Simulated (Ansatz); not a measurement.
Geometry optimisation, Ansatz, RHF/def2-SVPD.

input.yaml

```yaml
crystal:
  periodic: [false, false, false]
  atoms:
    - { symbol: Si, position_ang: [0.226509, 0.0, -0.040799] }
    - { symbol: F, position_ang: [0.259961, 0.0, 1.568683] }
    - { symbol: H, position_ang: [1.636141, 0.0, -0.504691] }
    - { symbol: H, position_ang: [-0.466046, 1.217897, -0.508076] }
    - { symbol: H, position_ang: [-0.466046, -1.217897, -0.508076] }
    - { symbol: H, position_ang: [-2.252945, 0.0, 0.952262] }
    - { symbol: H, position_ang: [-1.871873, 0.0, 1.552197] }
basis:
  gaussian: { orbitals: def2-SVPD }
hamiltonian:
  xc: hf
relax:
  f_tol: 0.03
  max_steps: 50
output:
  orbitals: {}
```

Run as:

```bash
$ ansatz run input.yaml --threads 1 --pin off --max-ram 2048MiB --backend cpu --events-out ev --progress --plain --runs-dir out
```

Question: Where does it end, and by what steps?

Answer: The forces met the threshold. The force dipped under the threshold on the way, but the program's further checks kept it going. After 11 steps the energy has fallen by 0.219 eV; H6 moved furthest, 1.13 Å.

```
step  energy less start (eV)  largest force component (eV/Å)  accepted
   0                  0.0000                           1.230       yes
   1                 -0.1393                           0.334       yes
   2                 -0.1781                           0.184       yes
   3                 -0.2054                           0.129       yes
   4                 -0.2144                           0.072       yes
   5                 -0.2173                           0.090       yes
   6                 -0.2182                           0.037       yes
   7                 -0.2186                           0.012       yes
   8                 -0.2187                           0.015       yes
   9                 -0.2189                           0.066       yes
  10                 -0.2190                           0.049       yes
  11                 -0.2192                           0.026       yes
```

```xyz
7
Properties=species:S:1:pos:R:3
Si 0.560 0.000 -0.237
F 0.438 0.000 1.382
H 1.994 0.000 -0.579
H -0.106 1.217 -0.737
H -0.106 -1.217 -0.737
H -3.202 0.000 1.563
H -2.513 0.000 1.856
```

Run time: 13 s on 1 thread of Intel(R) Xeon(R) CPU @ 2.60GHz (Ice Lake), with other jobs on the host, peak memory 0.16 GiB.
